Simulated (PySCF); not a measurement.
# Static response to an electric field

Compound: CH₈BN.
Atom-mapped SMILES: `[BH3-:1][NH2+:2][CH3:3]` (hydrogens: H4, H5, H6 on B1; H7, H8 on N2; H9, H10, H11 on C3)

Structure used (PBE0-D3(BJ)/def2-SVP), in Å, numbered top down from 1:
```
atom  x, y, z in Å
B1     1.263    0.489   -0.099
N2     0.061   -0.609   -0.050
C3    -1.278   -0.041    0.132
H4     2.288   -0.158   -0.285
H5     0.988    1.236   -1.031
H6     1.239    1.052    0.990
H7     0.270   -1.267    0.703
H8     0.099   -1.151   -0.914
H9    -2.054   -0.819    0.181
H10   -1.282    0.551    1.056
H11   -1.485    0.637   -0.705
```

Level: CAM-B3LYP/def2-SVPD (PySCF), static field, nuclei fixed, core orbitals frozen in the response. The polarisability tensor in these axes (au):

```
x   47.18  0.31 -0.65
y    0.31 41.45  0.01
z   -0.65  0.01 40.96
```

Q: Give the principal values, the mean and the anisotropy Δα = √{½[(α1 − α2)² + (α2 − α3)² + (α1 − α3)²]}.

A: Principal values 40.89, 41.43 and 47.27 au; mean 43.19 au = 6.40 Å³ = 7.12 × 10⁻⁴⁰ C²·m²/J; Δα = 6.13 au (14 % of the mean).

Q: What is the dipole moment, and where does it point?

A: (-4.12, -3.46, 0.19) D, 5.38 D in size, pointing from the negative to the positive side. Measured along this direction, the outermost atoms are H4, H6 and H5 at the negative end and H9 at the positive end.

Q: Find the Langevin capture rate constant for NH4+ (18.034 u) meeting this molecule (45.075 u), k = 2.342 × 10⁻⁹ cm³/s × √(α in Å³ / reduced mass in u).

A: The reduced mass is 12.88 u, so k = 1.65 × 10⁻⁹ cm³/s. The formula leaves out the permanent dipole, which adds to the capture rate.

Q: Molar refractivity from α?

A: Lorentz–Lorenz: R = (4π/3)N_A α = 2.5225 cm³/(mol·Å³) × 6.40 Å³ = 16.1 cm³/mol, in the limit of long wavelengths.

Q: What depolarisation ratio follows for Rayleigh scattering of linearly polarised light, taking the static tensor?

A: ρ = 3Δα²/(45ᾱ² + 4Δα²) = 112.6/(83961 + 150.1) = 0.00134.

Geometry: PBE0-D3(BJ)/def2-SVP; no solvent, vibrations or thermal averaging.

These values come from a run that also computed excited states and ΔSCF ions. The run took 17 s of wall time on one thread of an Arm Neoverse V2, shared host, and the process peaked at 0.53 GiB of memory.
